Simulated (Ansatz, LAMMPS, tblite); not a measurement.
# How well does each level of theory give the elastic constant C44 of zinc-blende GaAs?

Reference value: 60 GPa (measured, temperature not stated, not corrected to a static lattice; as tabulated in Råsander and Moram (2015), arXiv:1505.02379).

```csv
level (code),value (GPa),cell (Å³/atom),difference (%)
BOP GaAs.bop.table (LAMMPS),47.9,22.71,-20
GFN2-xTB (tblite),19.6,27.62,-67
LDA (Ansatz),58.6,21.99,-2.3
PBE (Ansatz),51.3,23.70,-14.5
r²SCAN (Ansatz),60.4,22.75,+0.7
r²SCAN0 (Ansatz),65.4,22.41,+9.0
Hartree–Fock (Ansatz),71.5,23.83,+19.2
```

Leaving aside BOP GaAs.bop.table, which can be fitted to such values or carry a doubt: The reference's temperature isn't stated, so close values are not ranked against it. Off by more than 25 % (a bound picked here): GFN2-xTB (-67 %).

The measured value isn't corrected to a static lattice, so vibrations enter the comparison. A static lattice is as a rule stiffer than a warm one, by over a tenth in soft solids.  GFN2-xTB: the method was fitted mainly to molecules. GFN2-xTB: the run uses a supercell at the zone centre in place of a k mesh. Each level is taken at its own relaxed cell. Cutoffs and k meshes differ between the levels. Ansatz's density-functional and Hartree–Fock values are scalar-relativistic unless marked +SOC, with PAW data made under PBE.

Empirical potentials (BOP GaAs.bop.table) are fitted to chosen data, which need not cover the solid at hand: agreement can be built in, and what lay outside the fit can be far off.

Differences are worked out from the printed values.

Ansatz is an electronic-structure program.
